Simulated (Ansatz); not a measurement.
Reaction (atomization): `C[SiH]N`• → C• + 6 H• + N• + Si•

Computed with Ansatz on PBE0-D4/def2-TZVP structures; ΔE is electronic, products minus reactants. CCSD(T)/CBS is frozen-core, at the limit of the def2 triple- and quadruple-zeta sets. Functionals use def2-TZVPP. No spin–orbit coupling; open shells (•) take unrestricted orbitals. Spin–orbit coupling would lower the free atoms: a little for C, Si. Each species was taken in one conformer, which may not be the lowest.

```
           level  ΔE (eV)  difference from CCSD(T)/CBS
     LDA (SPW92)    35.62                         4.09
       revPBE-D4    31.34                        -0.19
       r2SCAN-D4    31.61                         0.08
    CAM-B3LYP-D4    31.81                         0.28
        PBE-QIDH    31.24                        -0.29
          r2SCAN    31.58                         0.05
            PBE0    31.42                        -0.11
   CCSD/def2-SVP    29.12                        -2.41
   HF/def2-TZVPP    23.04                        -8.49
 CCSD/def2-TZVPP    30.30                        -1.23
  MP2/def2-QZVPP    31.32                        -0.21
  HF/cc-pV(T+d)Z    23.01                        -8.52
 MP2/cc-pV(T+d)Z    30.73                        -0.80
CCSD/cc-pV(T+d)Z    30.24                        -1.29
  HF/cc-pV(Q+d)Z    23.10                        -8.43
     MP2/CBS(cc)    31.67                         0.14
     CCSD(T)/CBS    31.53                            0
```

Largest T1 diagnostic among the species: 0.013.

From r2SCAN to r2SCAN0 (25 % exact exchange), in def2-TZVPP and without D4, ΔE moves by −0.36 eV: exact exchange takes away binding that semilocal exchange gives to molecules. In def2-TZVPP, CCSD(T) changes the Hartree–Fock value by +7.62 eV (the triples alone add +0.36 eV) and MP2 by +7.75 eV; breaking electron pairs costs correlation energy, which Hartree–Fock lacks. Leaving LDA and LC-ωPBE aside and taking each functional with its dispersion term where it has one, the values, not all of them listed here, spread over 1.00 eV, from BHLYP-D4 to PBE-D4. LDA lies +3.80 eV from PBE without D4, its usual overbinding.

CCSD(T)/CBS has its own doubt, a few kJ/mol and more with outer-core shells, so smaller differences from it don't rank the levels.
